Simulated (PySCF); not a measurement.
## Stationary points of P(OH)₃

All numbers come from PySCF, PBE0, basis P def2-TZVP, O def2-TZVP, H def2-TZVP (no relativity, density fitting).

Relaxations began from a few typed shapes. The search is not exhaustive: other isomers or separated fragments can lie lower, and high-lying points may rest on an excited occupation.

Which is the lowest minimum found?
A. singlet C3h: O–H 0.970 Å (×3), P–O 1.722 Å (×3); H–O–P 120.5° (×3), O–P–O 120.0° (×3)
B. singlet C1: O–H 0.962 Å (×2), O–H 0.967 Å, P–O 1.615 Å, P–O 1.632 Å, P–O 1.651 Å; H–O–P 111.4° (×2), H–O–P 113.5°, O–P–O 94.4°, O–P–O 100.0°, O–P–O 103.2°
C. singlet C3: O–H 0.962 Å (×3), P–O 1.627 Å (×3); H–O–P 111.1° (×3), O–P–O 97.7° (×3)
D. singlet C1: O–H 0.962 Å (×2), O–H 0.967 Å, P–O 1.610 Å, P–O 1.635 Å, P–O 1.645 Å; H–O–P 110.6°, H–O–P 112.2°, H–O–P 112.9°, O–P–O 96.1°, O–P–O 96.5°

D. The others lie at 0.8 (singlet C1, a saddle point), 11.4 (singlet C3), 417.6 (singlet C3h, a saddle point) kJ/mol above it.
